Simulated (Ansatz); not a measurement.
# Molecular dynamics of CHNO

Input file:

```yaml
crystal:
  periodic: [false, false, false]
  atoms:
    - { symbol: "N", position_ang: [0.50818, -0.403792, -0.443548] }
    - { symbol: C, position_ang: [-0.459919, 0.159637, 0.045654] }
    - { symbol: O, position_ang: [-1.465816, 0.651029, 0.391372] }
    - { symbol: H, position_ang: [1.417555, -0.406874, 0.006522] }
magnetization:
  spin_polarized: true
basis:
  gaussian: { orbitals: cc-pVDZ }
hamiltonian:
  xc: b3lyp
md:
  timestep: 0.5
  n_steps: 150
  ensemble: nve
  temperature: 500.0
  initial_velocities: maxwell_boltzmann
  seed: 158161
  masses: [{ species: H, mass: 10.0 }]
```

Command:

```bash
$ ansatz run input.yaml --threads 1 --pin off --max-ram 2048MiB --backend cpu --events-out ev --progress --plain --runs-dir out
```

It starts from a relaxed structure.

Output, in part (one step line in 2, the closing report, with atoms numbered from 0):

```
md step     0: t =     0.00 fs  T =   500.0 K  F+E_penalty+E_count = -4590.37734859 eV  E_kin = 0.129260 eV  conserved = -4590.24808859 eV  (27 SCF iters)
md step     2: t =     1.00 fs  T =   471.9 K  F+E_penalty+E_count = -4590.37008044 eV  E_kin = 0.121993 eV  conserved = -4590.24808714 eV  (26 SCF iters)
md step     4: t =     2.00 fs  T =   392.8 K  F+E_penalty+E_count = -4590.34956949 eV  E_kin = 0.101557 eV  conserved = -4590.24801229 eV  (26 SCF iters)
md step     6: t =     3.00 fs  T =   282.8 K  F+E_penalty+E_count = -4590.32097919 eV  E_kin = 0.073102 eV  conserved = -4590.24787743 eV  (26 SCF iters)
md step     8: t =     4.00 fs  T =   174.9 K  F+E_penalty+E_count = -4590.29295995 eV  E_kin = 0.045227 eV  conserved = -4590.24773331 eV  (25 SCF iters)
md step    10: t =     5.00 fs  T =   103.8 K  F+E_penalty+E_count = -4590.27449309 eV  E_kin = 0.026845 eV  conserved = -4590.24764793 eV  (25 SCF iters)
md step    12: t =     6.00 fs  T =    89.6 K  F+E_penalty+E_count = -4590.27083971 eV  E_kin = 0.023176 eV  conserved = -4590.24766351 eV  (25 SCF iters)
md step    14: t =     7.00 fs  T =   128.9 K  F+E_penalty+E_count = -4590.28107642 eV  E_kin = 0.033311 eV  conserved = -4590.24776546 eV  (25 SCF iters)
md step    16: t =     8.00 fs  T =   197.5 K  F+E_penalty+E_count = -4590.29896198 eV  E_kin = 0.051068 eV  conserved = -4590.24789412 eV  (25 SCF iters)
md step    18: t =     9.00 fs  T =   264.9 K  F+E_penalty+E_count = -4590.31646777 eV  E_kin = 0.068480 eV  conserved = -4590.24798729 eV  (25 SCF iters)
md step    20: t =    10.00 fs  T =   307.6 K  F+E_penalty+E_count = -4590.32753177 eV  E_kin = 0.079517 eV  conserved = -4590.24801506 eV  (25 SCF iters)
md step    22: t =    11.00 fs  T =   317.2 K  F+E_penalty+E_count = -4590.32999053 eV  E_kin = 0.082006 eV  conserved = -4590.24798430 eV  (25 SCF iters)
md step    24: t =    12.00 fs  T =   299.4 K  F+E_penalty+E_count = -4590.32531245 eV  E_kin = 0.077390 eV  conserved = -4590.24792281 eV  (25 SCF iters)
md step    26: t =    13.00 fs  T =   267.4 K  F+E_penalty+E_count = -4590.31698372 eV  E_kin = 0.069122 eV  conserved = -4590.24786131 eV  (26 SCF iters)
md step    28: t =    14.00 fs  T =   235.2 K  F+E_penalty+E_count = -4590.30863250 eV  E_kin = 0.060811 eV  conserved = -4590.24782139 eV  (25 SCF iters)
md step    30: t =    15.00 fs  T =   212.2 K  F+E_penalty+E_count = -4590.30266639 eV  E_kin = 0.054856 eV  conserved = -4590.24780999 eV  (26 SCF iters)
md step    32: t =    16.00 fs  T =   201.0 K  F+E_penalty+E_count = -4590.29978399 eV  E_kin = 0.051963 eV  conserved = -4590.24782084 eV  (25 SCF iters)
md step    34: t =    17.00 fs  T =   199.1 K  F+E_penalty+E_count = -4590.29930997 eV  E_kin = 0.051469 eV  conserved = -4590.24784068 eV  (25 SCF iters)
md step    36: t =    18.00 fs  T =   201.6 K  F+E_penalty+E_count = -4590.29997536 eV  E_kin = 0.052118 eV  conserved = -4590.24785750 eV  (25 SCF iters)
md step    38: t =    19.00 fs  T =   204.2 K  F+E_penalty+E_count = -4590.30066249 eV  E_kin = 0.052797 eV  conserved = -4590.24786503 eV  (25 SCF iters)
md step    40: t =    20.00 fs  T =   204.8 K  F+E_penalty+E_count = -4590.30081016 eV  E_kin = 0.052946 eV  conserved = -4590.24786385 eV  (25 SCF iters)
md step    42: t =    21.00 fs  T =   203.5 K  F+E_penalty+E_count = -4590.30045401 eV  E_kin = 0.052598 eV  conserved = -4590.24785645 eV  (26 SCF iters)
md step    44: t =    22.00 fs  T =   202.1 K  F+E_penalty+E_count = -4590.30008040 eV  E_kin = 0.052235 eV  conserved = -4590.24784527 eV  (26 SCF iters)
md step    46: t =    23.00 fs  T =   203.6 K  F+E_penalty+E_count = -4590.30047363 eV  E_kin = 0.052642 eV  conserved = -4590.24783141 eV  (26 SCF iters)
md step    48: t =    24.00 fs  T =   212.0 K  F+E_penalty+E_count = -4590.30261887 eV  E_kin = 0.054803 eV  conserved = -4590.24781611 eV  (27 SCF iters)
md step    50: t =    25.00 fs  T =   231.2 K  F+E_penalty+E_count = -4590.30757110 eV  E_kin = 0.059767 eV  conserved = -4590.24780392 eV  (26 SCF iters)
md step    52: t =    26.00 fs  T =   264.3 K  F+E_penalty+E_count = -4590.31613164 eV  E_kin = 0.068328 eV  conserved = -4590.24780398 eV  (26 SCF iters)
md step    54: t =    27.00 fs  T =   311.2 K  F+E_penalty+E_count = -4590.32826834 eV  E_kin = 0.080441 eV  conserved = -4590.24782738 eV  (26 SCF iters)
md step    56: t =    28.00 fs  T =   365.9 K  F+E_penalty+E_count = -4590.34246356 eV  E_kin = 0.094584 eV  conserved = -4590.24787972 eV  (27 SCF iters)
md step    58: t =    29.00 fs  T =   415.8 K  F+E_penalty+E_count = -4590.35543599 eV  E_kin = 0.107483 eV  conserved = -4590.24795290 eV  (25 SCF iters)
md step    60: t =    30.00 fs  T =   443.6 K  F+E_penalty+E_count = -4590.36271408 eV  E_kin = 0.114692 eV  conserved = -4590.24802201 eV  (26 SCF iters)
md step    62: t =    31.00 fs  T =   433.8 K  F+E_penalty+E_count = -4590.36018783 eV  E_kin = 0.112134 eV  conserved = -4590.24805348 eV  (26 SCF iters)
md step    64: t =    32.00 fs  T =   379.5 K  F+E_penalty+E_count = -4590.34613643 eV  E_kin = 0.098114 eV  conserved = -4590.24802229 eV  (25 SCF iters)
md step    66: t =    33.00 fs  T =   289.3 K  F+E_penalty+E_count = -4590.32270680 eV  E_kin = 0.074778 eV  conserved = -4590.24792850 eV  (25 SCF iters)
md step    68: t =    34.00 fs  T =   185.8 K  F+E_penalty+E_count = -4590.29583077 eV  E_kin = 0.048027 eV  conserved = -4590.24780364 eV  (25 SCF iters)
md step    70: t =    35.00 fs  T =    99.0 K  F+E_penalty+E_count = -4590.27328008 eV  E_kin = 0.025583 eV  conserved = -4590.24769696 eV  (25 SCF iters)
md step    72: t =    36.00 fs  T =    54.2 K  F+E_penalty+E_count = -4590.26166750 eV  E_kin = 0.014017 eV  conserved = -4590.24765036 eV  (24 SCF iters)
md step    74: t =    37.00 fs  T =    62.7 K  F+E_penalty+E_count = -4590.26389971 eV  E_kin = 0.016222 eV  conserved = -4590.24767809 eV  (25 SCF iters)
md step    76: t =    38.00 fs  T =   118.1 K  F+E_penalty+E_count = -4590.27828270 eV  E_kin = 0.030518 eV  conserved = -4590.24776435 eV  (25 SCF iters)
md step    78: t =    39.00 fs  T =   199.5 K  F+E_penalty+E_count = -4590.29945265 eV  E_kin = 0.051578 eV  conserved = -4590.24787508 eV  (25 SCF iters)
md step    80: t =    40.00 fs  T =   280.4 K  F+E_penalty+E_count = -4590.32045426 eV  E_kin = 0.072482 eV  conserved = -4590.24797272 eV  (26 SCF iters)
md step    82: t =    41.00 fs  T =   336.7 K  F+E_penalty+E_count = -4590.33506893 eV  E_kin = 0.087041 eV  conserved = -4590.24802806 eV  (26 SCF iters)
md step    84: t =    42.00 fs  T =   354.4 K  F+E_penalty+E_count = -4590.33964726 eV  E_kin = 0.091619 eV  conserved = -4590.24802845 eV  (25 SCF iters)
md step    86: t =    43.00 fs  T =   332.5 K  F+E_penalty+E_count = -4590.33393673 eV  E_kin = 0.085957 eV  conserved = -4590.24797995 eV  (26 SCF iters)
md step    88: t =    44.00 fs  T =   281.7 K  F+E_penalty+E_count = -4590.32073580 eV  E_kin = 0.072832 eV  conserved = -4590.24790398 eV  (25 SCF iters)
md step    90: t =    45.00 fs  T =   219.7 K  F+E_penalty+E_count = -4590.30463232 eV  E_kin = 0.056806 eV  conserved = -4590.24782617 eV  (26 SCF iters)
md step    92: t =    46.00 fs  T =   164.9 K  F+E_penalty+E_count = -4590.29041024 eV  E_kin = 0.042642 eV  conserved = -4590.24776793 eV  (25 SCF iters)
md step    94: t =    47.00 fs  T =   131.4 K  F+E_penalty+E_count = -4590.28171097 eV  E_kin = 0.033971 eV  conserved = -4590.24774022 eV  (25 SCF iters)
md step    96: t =    48.00 fs  T =   125.9 K  F+E_penalty+E_count = -4590.28029302 eV  E_kin = 0.032549 eV  conserved = -4590.24774422 eV  (25 SCF iters)
md step    98: t =    49.00 fs  T =   147.5 K  F+E_penalty+E_count = -4590.28591770 eV  E_kin = 0.038144 eV  conserved = -4590.24777382 eV  (26 SCF iters)
md step   100: t =    50.00 fs  T =   189.1 K  F+E_penalty+E_count = -4590.29670569 eV  E_kin = 0.048887 eV  conserved = -4590.24781910 eV  (26 SCF iters)
md step   102: t =    51.00 fs  T =   239.5 K  F+E_penalty+E_count = -4590.30978169 eV  E_kin = 0.061914 eV  conserved = -4590.24786763 eV  (27 SCF iters)
md step   104: t =    52.00 fs  T =   286.9 K  F+E_penalty+E_count = -4590.32207808 eV  E_kin = 0.074172 eV  conserved = -4590.24790640 eV  (26 SCF iters)
md step   106: t =    53.00 fs  T =   322.0 K  F+E_penalty+E_count = -4590.33117353 eV  E_kin = 0.083249 eV  conserved = -4590.24792445 eV  (27 SCF iters)
md step   108: t =    54.00 fs  T =   340.6 K  F+E_penalty+E_count = -4590.33596877 eV  E_kin = 0.088051 eV  conserved = -4590.24791770 eV  (26 SCF iters)
md step   110: t =    55.00 fs  T =   344.4 K  F+E_penalty+E_count = -4590.33692086 eV  E_kin = 0.089029 eV  conserved = -4590.24789204 eV  (26 SCF iters)
md step   112: t =    56.00 fs  T =   339.6 K  F+E_penalty+E_count = -4590.33564572 eV  E_kin = 0.087784 eV  conserved = -4590.24786197 eV  (25 SCF iters)
md step   114: t =    57.00 fs  T =   333.3 K  F+E_penalty+E_count = -4590.33401771 eV  E_kin = 0.086175 eV  conserved = -4590.24784277 eV  (26 SCF iters)
md step   116: t =    58.00 fs  T =   330.4 K  F+E_penalty+E_count = -4590.33325586 eV  E_kin = 0.085414 eV  conserved = -4590.24784152 eV  (26 SCF iters)
md step   118: t =    59.00 fs  T =   331.3 K  F+E_penalty+E_count = -4590.33349638 eV  E_kin = 0.085640 eV  conserved = -4590.24785589 eV  (26 SCF iters)
md step   120: t =    60.00 fs  T =   332.8 K  F+E_penalty+E_count = -4590.33390471 eV  E_kin = 0.086023 eV  conserved = -4590.24788156 eV  (26 SCF iters)
md step   122: t =    61.00 fs  T =   329.0 K  F+E_penalty+E_count = -4590.33295614 eV  E_kin = 0.085041 eV  conserved = -4590.24791536 eV  (26 SCF iters)
md step   124: t =    62.00 fs  T =   312.3 K  F+E_penalty+E_count = -4590.32869229 eV  E_kin = 0.080743 eV  conserved = -4590.24794889 eV  (26 SCF iters)
md step   126: t =    63.00 fs  T =   276.0 K  F+E_penalty+E_count = -4590.31931040 eV  E_kin = 0.071350 eV  conserved = -4590.24796067 eV  (26 SCF iters)
md step   128: t =    64.00 fs  T =   218.7 K  F+E_penalty+E_count = -4590.30445129 eV  E_kin = 0.056526 eV  conserved = -4590.24792517 eV  (26 SCF iters)
md step   130: t =    65.00 fs  T =   150.0 K  F+E_penalty+E_count = -4590.28662456 eV  E_kin = 0.038786 eV  conserved = -4590.24783831 eV  (27 SCF iters)
md step   132: t =    66.00 fs  T =    91.2 K  F+E_penalty+E_count = -4590.27131432 eV  E_kin = 0.023579 eV  conserved = -4590.24773557 eV  (25 SCF iters)
md step   134: t =    67.00 fs  T =    66.3 K  F+E_penalty+E_count = -4590.26480764 eV  E_kin = 0.017132 eV  conserved = -4590.24767610 eV  (25 SCF iters)
md step   136: t =    68.00 fs  T =    88.9 K  F+E_penalty+E_count = -4590.27068732 eV  E_kin = 0.022987 eV  conserved = -4590.24770051 eV  (26 SCF iters)
md step   138: t =    69.00 fs  T =   153.3 K  F+E_penalty+E_count = -4590.28743340 eV  E_kin = 0.039634 eV  conserved = -4590.24779894 eV  (25 SCF iters)
md step   140: t =    70.00 fs  T =   236.1 K  F+E_penalty+E_count = -4590.30895871 eV  E_kin = 0.061039 eV  conserved = -4590.24791994 eV  (25 SCF iters)
md step   142: t =    71.00 fs  T =   308.0 K  F+E_penalty+E_count = -4590.32763534 eV  E_kin = 0.079628 eV  conserved = -4590.24800744 eV  (24 SCF iters)
md step   144: t =    72.00 fs  T =   346.8 K  F+E_penalty+E_count = -4590.33769604 eV  E_kin = 0.089664 eV  conserved = -4590.24803216 eV  (24 SCF iters)
md step   146: t =    73.00 fs  T =   344.8 K  F+E_penalty+E_count = -4590.33713378 eV  E_kin = 0.089136 eV  conserved = -4590.24799788 eV  (25 SCF iters)
md step   148: t =    74.00 fs  T =   308.3 K  F+E_penalty+E_count = -4590.32762367 eV  E_kin = 0.079695 eV  conserved = -4590.24792864 eV  (25 SCF iters)
md step   150: t =    75.00 fs  T =   252.6 K  F+E_penalty+E_count = -4590.31314248 eV  E_kin = 0.065290 eV  conserved = -4590.24785230 eV  (28 SCF iters)
Total energy: -4590.31328302 eV, -168.6909017248 hartree
Atom 0 at     0.494432    -0.414489    -0.448711 Å, force     1.530384     0.244333     0.576759 eV/Å
Atom 1 at    -0.447457     0.208256     0.026207 Å, force    -0.475342    -0.647887     0.364530 eV/Å
Atom 2 at    -1.476886     0.633095     0.401268 Å, force     0.366161     0.306531    -0.223048 eV/Å
Atom 3 at     1.439553    -0.421594     0.021281 Å, force    -1.421203     0.097023    -0.718241 eV/Å
Dipole moment:     0.423029    -0.013116     0.138672 e Å
```

All steps were run. The conserved energy stayed within 0.11 meV per atom of its start (net change 0.059 meV per atom), so the integration is sound. The temperature averaged 0.50 of the 500 K drawn at the start: a run that starts near a minimum puts about half its kinetic energy into the potential. A run of 0.075 ps of so small a system gives no equilibrium averages.

The same pairs are bonded in the first frame and the last. Pairs count as bonded within 1.25 times the sum of covalent radii (0.12 Å more for H–H).

Last frame:

```xyz
4
Properties=species:S:1:pos:R:3
N 0.494 -0.414 -0.449
C -0.448 0.208 0.026
O -1.477 0.633 0.401
H 1.440 -0.422 0.021
```

Run time: 3.1 min on 1 CPU thread of a shared host.
